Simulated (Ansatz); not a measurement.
## Litharge PbO

Computed with r²SCAN+SOC in Ansatz (PAW).

Settings: plane-wave cutoff 560 eV, 8×8×8 k mesh, Fermi–Dirac smearing 0.01 eV, PAW data made under PBE.

Cell (relaxed at this level):

```
PbO
1.0
    3.97244     0.00000     0.00000
    0.00000     3.97244     0.00000
    0.00000     0.00000     5.34989
Pb O
2 2
Cartesian
  1.98622   0.00000   4.15512
  0.00000   1.98622   1.19477
  1.98622   1.98622   0.00000
  0.00000   0.00000   0.00000
```

```
Item                                                     Result
-------------------------------------------  ------------------
bulk modulus                                           12.9 GPa
band gap                                     1.76 eV (indirect)
smallest direct gap on the k points sampled             2.39 eV
```

Measured, for comparison: bulk modulus 23.1 GPa (temperature not stated, not corrected to a static lattice; as tabulated in Canepa et al. (2012), arXiv:1204.2842). Computed (rounded) less measured: bulk modulus -44 % (against room or unstated temperature, where such soft solids are markedly softer).

Note: for a layered or molecular solid the relaxed cell lies over 5 % above the published volume, where the minimum can be shallow; the cell comes from a level without a dispersion term, which matters for the spacing of layers, chains or molecules; the bulk modulus comes from volumes at which shape and atoms were relaxed.

The computed numbers hold no vibrational or temperature effects.

Computing time: about 70 core-minutes (a rough figure).

Ansatz is a quantum-chemistry and plane-wave program.
